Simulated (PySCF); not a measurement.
C5H8O.
SMILES with atom numbers: `[CH3:1]/[CH:2]=[C:3]1\[CH2:4][C@H:5]1[OH:6]` (hydrogens: H7, H8, H9 on C1; H10 on C2; H11, H12 on C4; H13 on C5; H14 on O6)

Cartesian coordinates in Å at the GFN2-xTB level; atoms count from 1:
```xyz
14
C5H8O angstrom
C      2.2117   -0.1043    0.0540
C      0.9613    0.6611   -0.2432
C     -0.2393    0.1343   -0.2520
C     -1.0827   -1.0499   -0.0073
C     -1.6913    0.2961   -0.3665
O     -2.4319    1.0390    0.5532
H      1.9854   -1.1485    0.2528
H      2.8996   -0.0444   -0.7885
H      2.7144    0.3216    0.9222
H      1.0880    1.7130   -0.4691
H     -1.1780   -1.4087    1.0094
H     -1.1157   -1.8380   -0.7457
H     -2.1422    0.4078   -1.3455
H     -1.9800    1.0204    1.4039
```

Level of theory: PySCF 2.14.0, density-fitted response routines, TDDFT CAM-B3LYP/def2-SVPD, vertical, gas phase, core orbitals frozen in the response.

Transition dipole moments from the ground state, in atomic units and in the frame of the coordinates above (overall signs are arbitrary), for the states with f of 0.002 or more among the lowest 7:

```csv
state,E (hartree),μx,μy,μz
S1,0.2191,-0.311,-0.133,0.003
S2,0.2439,0.407,0.208,-0.139
S3,0.2505,-0.503,-0.136,-0.138
S4,0.2585,0.810,0.090,-0.113
S5,0.2662,-1.240,-0.425,0.014
S6,0.2823,0.029,0.322,0.210
S7,0.2852,0.157,0.154,0.080
```

Q: What oscillator strength does each state have?

A: f = (2/3) ΔE |μ|² with ΔE in hartree (27.2114 eV).

```tsv
state	|μ|² (au)	|μ| (D)	f
S1	0.115	0.86	0.017
S2	0.228	1.21	0.037
S3	0.291	1.37	0.049
S4	0.677	2.09	0.117
S5	1.717	3.33	0.305
S6	0.149	0.98	0.028
S7	0.055	0.59	0.010
```

Q: Which bond between heavy atoms lies closest to the direction of the S5 transition dipole?

A: C2–C3, at 5° from it; next C3–C5 at 26°.

Q: What angle do the transition dipoles of S5 and S6 make?

A: |cos θ| = |μa·μb| / (|μa| |μb|) = 0.34, so θ ≈ 70° (taken between 0 and 90°, since the signs are arbitrary).

Q: What peak molar absorption coefficient would the strongest computed level give as a lone Gaussian band 0.5 eV wide at half height?

A: ε(max) = 2.175×10⁸ f / FWHM, with the width in cm⁻¹. S5: 2.175×10⁸ × 0.3048 / 4033 ≈ 16000 L mol⁻¹ cm⁻¹.

Rough CPU time on one thread of a shared machine: about 70 s (with the writing of density and orbital grids).

One conformer stands for the species.
